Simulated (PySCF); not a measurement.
System: HFLi, doublet: collinear Li-F-H surface. Scanned: Li-F distance and F-H distance.

Cartesian coordinates as functions of the variables (Å; names that start with a are angles):
```
Li  0  0  -r1
F  0  0  0
H  0  0  r2
```

Computed with unrestricted B3LYP/LANL2DZ (PySCF).

Energy in kJ/mol above the lowest grid point; x is the Li-F distance (Å), y the F-H distance (Å).

| y \ x | 1.33 | 1.44 | 1.56 | 1.68 | 1.83 | 1.98 | 2.15 | 2.34 | 2.57 | 2.89 | 3.28 | 3.82 | 4.52 |
|---|---|---|---|---|---|---|---|---|---|---|---|---|---|
| 2.67 | 134.4 | 66.9 | 41.8 | 44.8 | 68.3 | 101.5 | 142.9 | 189.0 | 241.3 | 305.4 | 368.0 | 419.0 | 453.4 |
| 2.25 | 134.9 | 67.1 | 41.7 | 44.5 | 67.8 | 100.7 | 141.6 | 187.1 | 238.6 | 301.3 | 360.0 | 408.0 | 440.5 |
| 1.93 | 137.9 | 69.6 | 43.6 | 45.8 | 68.5 | 100.7 | 140.7 | 184.9 | 234.1 | 290.9 | 340.2 | 381.8 | 410.6 |
| 1.70 | 145.1 | 75.9 | 48.9 | 50.1 | 71.4 | 102.0 | 139.5 | 179.5 | 221.7 | 267.4 | 306.4 | 339.7 | 363.1 |
| 1.52 | 156.8 | 86.1 | 57.1 | 56.1 | 73.9 | 99.9 | 131.2 | 163.6 | 196.7 | 232.0 | 261.3 | 285.7 | 302.3 |
| 1.38 | 168.9 | 95.4 | 62.6 | 57.0 | 68.7 | 88.6 | 113.1 | 138.5 | 164.1 | 190.6 | 211.8 | 228.5 | 238.8 |
| 1.27 | 173.4 | 96.7 | 59.6 | 49.7 | 56.0 | 70.6 | 89.6 | 109.3 | 128.8 | 148.4 | 163.2 | 173.8 | 179.5 |
| 1.17 | 167.7 | 88.8 | 48.6 | 35.1 | 36.8 | 46.9 | 61.1 | 75.9 | 90.4 | 104.4 | 114.4 | 121.0 | 124.3 |
| 1.08 | 154.8 | 75.3 | 33.3 | 17.4 | 15.7 | 22.6 | 33.1 | 44.5 | 55.6 | 66.2 | 73.6 | 78.5 | 81.1 |
| 0.99 | 142.8 | 63.6 | 20.9 | 3.7 | 0.0 | 4.7 | 13.0 | 22.3 | 31.5 | 40.4 | 46.7 | 50.8 | 53.2 |
| 0.92 | 146.2 | 67.6 | 25.0 | 7.5 | 3.0 | 6.9 | 14.3 | 22.8 | 31.3 | 39.6 | 45.5 | 49.3 | 51.5 |
| 0.85 | 176.7 | 98.8 | 56.6 | 39.1 | 34.4 | 37.8 | 44.8 | 52.9 | 61.1 | 69.1 | 74.7 | 78.4 | 80.4 |
| 0.78 | 255.5 | 178.5 | 136.8 | 119.5 | 114.7 | 117.9 | 124.6 | 132.5 | 140.5 | 148.4 | 153.9 | 157.5 | 159.5 |

Points that lie below all their neighbours on the grid: x = 1.83, y = 0.99 (0.0 kJ/mol); x = 1.56, y = 2.25 (41.7 kJ/mol). The lowest path on the grid from the first to the second passes x = 1.68, y = 1.38 at 57.0 kJ/mol.
